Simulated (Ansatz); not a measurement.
Crystal: Al$_{2}$O, antifluorite type, 3 atoms in the cell.

These are results of PBE, plane waves, PAW datasets (generated soft set 1) (Ansatz), not measurements.

Cutoff 420 eV; k-mesh 33×33×33 Γ-centred; Fermi–Dirac smearing of 0.0612 eV; no spin polarisation.

The fit to the energies gives V₀ = 15.399 Å³/atom (a₀ = 5.696 Å), B₀ = 56.8 GPa, B₀′ = 5.28.

(1) What pressure does the program print at V = 16.019 Å³/atom, and how far above the lowest computed point (V = 15.403 Å³/atom) does the energy lie?

## Answers

(1) -2.02 GPa and 4.07 meV/atom. All points:

```csv
V (Å³/atom),a (Å),E − E(min) (meV/atom),P (GPa)
15.095,5.6581,1.11,1.19
15.403,5.6964,0.00,-0.02
15.711,5.7341,1.07,-1.08
16.019,5.7713,4.07,-2.02
16.327,5.8081,8.77,-2.85
```

The published all-electron PBE values for this crystal (mean of FLEUR and WIEN2k, k-spacing 0.06 Å⁻¹; Bosoni et al., Nat. Rev. Phys. 6, 45 (2024)) are V₀ = 15.406 Å³/atom, B₀ = 56.8 GPa, B₀′ = 5.22.

The stress includes the program's correction for the finite plane-wave basis.

This cubic structure is a model: it isn't the usual form of the substance at ambient conditions, and such phases are metastable or hypothetical.
